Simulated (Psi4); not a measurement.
**triplet CH4Si: levels of theory compared**

We compute a comparison of 3 runs (UBLYP/def2-TZVP, UPBE/def2-TZVP, UCCSD(T)/def2-TZVP) of triplet CH4Si. 

The calculation is run with Psi4 1.11.

1 further run of the same task is left out (set aside as unsound or not needed).

**1. Starting point**

The species is CH4Si (6 atoms), meant as a triplet with charge 0. As SMILES of the parent species, `C[SiH]`. Geometry: relaxed at PBE0-D4/def2-TZVP. That shape belongs to the parent species and isn't relaxed for this state.

Bond lengths: C1–Si2 1.892 Å, C1–H3 1.098 Å, C1–H4 1.091 Å, C1–H5 1.098 Å, Si2–H6 1.531 Å. Angles: C1–Si2–H6 94.2°, Si2–C1–H3 109.7°, Si2–C1–H4 113.8°, Si2–C1–H5 109.5°, H3–C1–H4 109.0°, H3–C1–H5 105.5°, H4–C1–H5 109.0°.

**2. Energy and forces at UBLYP/def2-TZVP (run 1)**

The input, calc.in:

```
memory 2200 MB

molecule m {
  0 3
  C
  Si 1 1.892384
  H 1 1.097562 2 109.69888
  H 1 1.090646 3 109.04356 2 125.23136
  H 1 1.097786 4 108.9829 3 -114.66165
  H 2 1.530866 1 94.20249 4 -179.79521
  units angstrom
  symmetry c1
}

set basis def2-TZVP
set reference uks
set puream true
set e_convergence 1e-09
set d_convergence 1e-08
set scf_type pk
set dft_radial_points 99
set dft_spherical_points 590
set maxiter 100

E, wfn = gradient("blyp", return_wfn=True)
oeprop(wfn, "DIPOLE", "MAYER_INDICES", "WIBERG_LOWDIN_INDICES", title="BLYP")
```

On the command line:

```console
$ psi4 -i calc.in -o calc.out -n 1
```

calc.out:

```text
[...]
  Running in c1 symmetry.
[...]
  Nuclear repulsion =   48.603695055921591
[...]
  Multiplicity = 3
[...]
  Nalpha       = 13
  Nbeta        = 11
[...]
    Number of basis functions: 92
[...]
   @UKS iter   1:  -329.41438616141068   -2.61468e-03   1.06773e-02 ADIIS/DIIS
[...]
   @UKS iter  13:  -329.88415748629586   -2.67164e-12   8.57128e-09 DIIS
[...]
   @S^2 Observed:                2.001845058E+00
[...]
    Orbital Energies [Eh]
    ---------------------
    Alpha Occupied:
       1A    -65.473390     2A     -9.904947     3A     -5.057540
       4A     -3.477257     5A     -3.477155     6A     -3.473241
       7A     -0.635327     8A     -0.437515     9A     -0.371121
      10A     -0.363196    11A     -0.282801    12A     -0.231157
      13A     -0.141111
    Alpha Virtual:
      14A     -0.015554    15A      0.032968    16A      0.057997
      17A      0.072914    18A      0.076838    19A      0.149140
      20A      0.158465    21A      0.164020    22A      0.173499
      23A      0.180362    24A      0.182924    25A      0.191617
[...]
  @UKS Final Energy:  -329.88415748629586
   => Energetics <=
    Nuclear Repulsion Energy =             48.6036950559215910
    One-Electron Energy =                -550.9603681806956956
    Two-Electron Energy =                 200.2177058042773012
    DFT Exchange-Correlation Energy =     -27.7451901657990518
    Empirical Dispersion Energy =           0.0000000000000000
    VV10 Nonlocal Energy =                  0.0000000000000000
    Total Energy =                       -329.8841574862958623
[...]
  -Total Gradient:
     Atom            X                  Y                   Z
    ------   -----------------  -----------------  -----------------
       1        0.010727213166     0.007237516941     0.011157142118
       2       -0.021694595606    -0.014043645297     0.009021196087
       3        0.004470836585    -0.002873205684    -0.003221818790
       4        0.001810460670     0.001120194521     0.005640914710
       5       -0.000590357485     0.005142687433    -0.003098524067
       6        0.005275633231     0.003415910543    -0.019500946718
[...]
 Multipole Moments:
 ------------------------------------------------------------------------------------
     Multipole            Electronic (a.u.)      Nuclear  (a.u.)        Total (a.u.)
 ------------------------------------------------------------------------------------
 L = 1.  Multiply by 2.5417464519 to convert [e a0] to [Debye]
 Dipole X            :         -1.3080098            1.1733745           -0.1346353
 Dipole Y            :         -0.8356484            0.7483364           -0.0873120
 Dipole Z            :          3.5095287           -3.7915040           -0.2819753
 Magnitude           :                                                    0.3244381
[...]
```

Run time: 32 s. Hardware: 1 thread of AMD EPYC 7R43 (Zen 3), shared host; peak memory 1.2 GiB.

**3. Energy and gradient at UPBE/def2-TZVP (run 2)**

The input, ch4si.in:

```
memory 2200 mb

molecule {
  0 3
  C
  Si 1 R2
  H 1 R3 2 A3
  H 1 R4 3 A4 2 D4
  H 1 R5 4 A5 3 D5
  H 2 R6 1 A6 4 D6

  R2 = 1.892384
  R3 = 1.097562
  A3 = 109.69888
  R4 = 1.090646
  A4 = 109.04356
  D4 = 125.23136
  R5 = 1.097786
  A5 = 108.9829
  D5 = -114.66165
  R6 = 1.530866
  A6 = 94.20249
  D6 = -179.79521
  units angstrom
  symmetry c1
  no_reorient
  no_com
}

set basis def2-TZVP
set reference uks
set puream true
set e_convergence 1e-09
set d_convergence 1e-08
set scf_type pk
set dft_radial_points 99
set dft_spherical_points 590
set maxiter 100

energy_value, wavefunction = gradient("pbe", return_wfn=True)
oeprop(wavefunction, "MULLIKEN_CHARGES", "MAYER_INDICES", "LOWDIN_CHARGES")
```

On the command line:

```console
$ psi4 -n 1 ch4si.in ch4si.out
```

ch4si.out (excerpt; [...] marks lines left out):

```text
[...]
  Running in c1 symmetry.
[...]
  Nuclear repulsion =   48.603695055921584
[...]
  Multiplicity = 3
[...]
  Nalpha       = 13
  Nbeta        = 11
[...]
    Number of basis functions: 92
[...]
   @UKS iter   1:  -329.27463631720138   -3.34627e-02   1.01715e-02 DIIS/ADIIS
[...]
   @UKS iter  13:  -329.70440282594382   -2.95586e-12   6.70435e-09 DIIS
[...]
   @S^2 Observed:                2.002767709E+00
[...]
  @UKS Final Energy:  -329.70440282594382
   => Energetics <=
    Nuclear Repulsion Energy =             48.6036950559215839
    One-Electron Energy =                -550.9572830023355436
    Two-Electron Energy =                 200.2033215450759940
    DFT Exchange-Correlation Energy =     -27.5541364246058471
    Empirical Dispersion Energy =           0.0000000000000000
    VV10 Nonlocal Energy =                  0.0000000000000000
    Total Energy =                       -329.7044028259438164
[...]
 Multipole Moments:
 ------------------------------------------------------------------------------------
     Multipole            Electronic (a.u.)      Nuclear  (a.u.)        Total (a.u.)
 ------------------------------------------------------------------------------------
 L = 1.  Multiply by 2.5417464519 to convert [e a0] to [Debye]
 Dipole X            :         -1.2913485            1.1733745           -0.1179740
 Dipole Y            :         -0.8249938            0.7483364           -0.0766574
 Dipole Z            :          3.4887201           -3.7915040           -0.3027839
 Magnitude           :                                                    0.3338747
[...]
  -Total Gradient:
     Atom            X                  Y                   Z
    ------   -----------------  -----------------  -----------------
       1        0.010359735412     0.006991191218     0.006676164899
       2       -0.021353727089    -0.013820060082     0.012898332637
       3        0.004375505602    -0.003576933471    -0.003137962290
       4        0.002701849858     0.001689043317     0.005777480234
       5       -0.001267144648     0.005360860904    -0.003021686918
       6        0.005183517002     0.003355721677    -0.019193581688
[...]
  Mulliken Charges: (a.u.)
   Center  Symbol    Alpha    Beta     Spin     Total
       1     C     3.24735  3.17942  0.06793 -0.42676
       2    SI     7.91051  6.10129  1.80922 -0.01180
       3     H     0.43698  0.41472  0.02226  0.14829
[...]
```

Wall time 38 s (1 thread of AMD EPYC 7R43 (Zen 3), shared host); peak memory 1.2 GiB.

**4. The energy at UCCSD(T)/def2-TZVP (run 3)**

The input, job.json:

```json
{
 "schema_name": "qcschema_input",
 "schema_version": 1,
 "molecule": {
  "schema_name": "qcschema_molecule",
  "schema_version": 2,
  "symbols": ["C", "Si", "H", "H", "H", "H"],
  "geometry": [-0.17668939, -0.69163976, -0.69976558, 1.73344577, 0.39646454, 2.12083963, -2.18622415, -0.77497668, -0.19313001, 0.40629112, -2.52391821, -1.44186103, -0.04535343, 0.72187538, -2.21249135, 0.26871905, 2.87238371, 2.42640834],
  "molecular_charge": 0,
  "molecular_multiplicity": 3,
  "fix_symmetry": "c1",
  "fix_com": true,
  "fix_orientation": true
 },
 "driver": "energy",
 "model": {
  "method": "ccsd(t)",
  "basis": "def2-TZVP"
 },
 "keywords": {
  "reference": "uhf",
  "puream": true,
  "e_convergence": 1e-09,
  "d_convergence": 1e-08,
  "scf_type": "pk",
  "num_frozen_docc": 6,
  "maxiter": 100
 }
}
```

On the command line:

```console
$ psi4 --qcschema job.json -n 1 --memory 2200MB
```

stdout:

```text
[...]
  Running in c1 symmetry.
[...]
  Nuclear repulsion =   48.603693730984361
[...]
  Multiplicity = 3
[...]
  Nalpha       = 13
  Nbeta        = 11
[...]
    Number of basis functions: 92
[...]
   @UHF iter   1:  -328.96535883515651   -5.94054e-01   4.27684e-03 DIIS/ADIIS
[...]
   @UHF iter  14:  -329.06372687600742   -1.06866e-11   9.17110e-09 DIIS
[...]
   @S^2 Observed:                2.004786664E+00
[...]
    Orbital Energies [Eh]
    ---------------------
    Alpha Occupied:
       1A    -68.790717     2A    -11.218289     3A     -6.140829
       4A     -4.253202     5A     -4.248259     6A     -4.240771
       7A     -0.952769     8A     -0.682319     9A     -0.570034
      10A     -0.560527    11A     -0.448315    12A     -0.402096
      13A     -0.289618
    Alpha Virtual:
      14A      0.101786    15A      0.148055    16A      0.181998
      17A      0.205985    18A      0.214672    19A      0.286283
      20A      0.297854    21A      0.298536    22A      0.314573
      23A      0.320462    24A      0.334538    25A      0.338426
[...]
  @UHF Final Energy:  -329.06372687600742
   => Energetics <=
    Nuclear Repulsion Energy =             48.6036937309843609
    One-Electron Energy =                -550.6857034793265484
    Two-Electron Energy =                 173.0182828723347939
    Total Energy =                       -329.0637268760074221
  UHF NO Occupations:
  HONO-2 :   11  A 1.9980840
  HONO-1 :   12  A 1.0000000
[...]
 Multipole Moments:
 ------------------------------------------------------------------------------------
     Multipole            Electronic (a.u.)      Nuclear  (a.u.)        Total (a.u.)
 ------------------------------------------------------------------------------------
 L = 1.  Multiply by 2.5417464519 to convert [e a0] to [Debye]
 Dipole X            :        -21.6141345           21.6515370            0.0374025
 Dipole Y            :         -1.9373492            1.6960292           -0.2413200
 Dipole Z            :        -24.2139122           24.0720873           -0.1418249
 Magnitude           :                                                    0.2823979
[...]
      * MP2 total energy                      = -329.317478334511975
[...]
      * CCSD total energy                     = -329.350967418353889
[...]
      * CCSD(T) total energy                     = -329.361421263664454
[...]
```

The result, in JSON:

```text
{
 "driver": "energy",
 "model": {
  "method": "ccsd(t)",
  "basis": "def2-TZVP"
 },
 "success": true,
 "return_result": -329.36142126366445,
 "properties": {
  "calcinfo_nbasis": 92,
  "calcinfo_nmo": 92,
  "calcinfo_nalpha": 13,
  "calcinfo_nbeta": 11,
  "calcinfo_natom": 6,
  "nuclear_repulsion_energy": 48.60369373098436,
  "return_energy": -329.36142126366445,
  "scf_one_electron_energy": -550.6857034793265,
  "scf_two_electron_energy": 173.0182828723348,
  "scf_dipole_moment": [0.0374025035218466, -0.24131999030639162, -0.14182492033664928],
  "scf_total_energy": -329.0637268760074,
  "scf_iterations": 14,
  "mp2_same_spin_correlation_energy": -0.05458849349700471,
  "mp2_opposite_spin_correlation_energy": -0.1991629650058093,
  "mp2_singles_energy": -5.283262094646918e-27,
  "mp2_doubles_energy": -0.253751458502814,
  "mp2_correlation_energy": -0.253751458502814,
  "mp2_total_energy": -329.317478334512,
  "ccsd_same_spin_correlation_energy": -0.055135609393815364,
  "ccsd_opposite_spin_correlation_energy": -0.23210493295090331,
  "ccsd_singles_energy": 7.284803192528509e-17,
  "ccsd_doubles_energy": -0.2872405423447187,
  "ccsd_correlation_energy": -0.28724054234471863,
  "ccsd_total_energy": -329.3509674183539,
  "ccsd_iterations": 19,
  "ccsd_prt_pr_correlation_energy": -0.2976943876552601,
  "ccsd_prt_pr_total_energy": -329.36142126366445
 }
}
```

It took 77 s on 1 thread of AMD EPYC 7R43 (Zen 3), shared host; peak memory 0.87 GiB.

**5. Overview of the runs**

```
run               level                 properties      task  energy (Eh)  dipole moment (D)  HOMO energy (eV)   ⟨S²⟩  wall time
  1     UBLYP/def2-TZVP    (dipole, mayer, wiberg)  gradient  -329.884157               0.82             -3.84  2.002       32 s
  2      UPBE/def2-TZVP  (mulliken, mayer, lowdin)  gradient  -329.704403               0.85             -4.13  2.003       38 s
  3  UCCSD(T)/def2-TZVP                          –    energy  -329.361421                  –             -7.88  2.005       77 s
```

**6. Summary of results**

| quantity | value |
| --- | --- |
| run 3: total energy | -329.36142 Eh |
| run 3: HOMO energy (Hartree–Fock orbitals) (highest over α and β) | -7.88 eV |
| run 3: LUMO energy (Hartree–Fock orbitals) (lowest over α and β) | 0.39 eV |
| run 3: correlation energy (6 core orbitals frozen) | -297.7 mEh |
| run 3: (T) correction | -10.45 mEh |
| run 3: ⟨S²⟩ of the reference determinant | 2.005 |
| run 3: T1 diagnostic | 0.024 |

Totals of different functionals can't be ranked against each other. All runs together took 2.5 min, the longest 77 s.
